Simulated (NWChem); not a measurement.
System: CH cation, singlet

Input file for NWChem:

```
start job
memory heap 200 mb stack 900 mb global 1100 mb
charge 1
geometry units angstroms noautoz
  C      0.000000     0.000000    -0.145021
  H      0.000000     0.000000     1.002223
end
basis spherical
  C library aug-cc-pvdz
  H library aug-cc-pvdz
end
dft
  xc xpbe96 cpbe96
  iterations 150
  mulliken
end
task dft energy
```

Low-valent species are run as closed-shell singlets; no triplet was tried in these runs. The geometry was optimised at PBE0/def2-SVP.

Task: Predict the main results of this run. (PBE/aug-cc-pVDZ.) Quantities: basis functions; energy (Ha); highest occupied level (eV); orbital gap (eV).

Result: 
```
Item                          Value
---------------------------  ------
number of basis functions        32
energy (Ha)                  -38.02
highest occupied level (eV)  -18.27
orbital gap (eV)               2.13
```
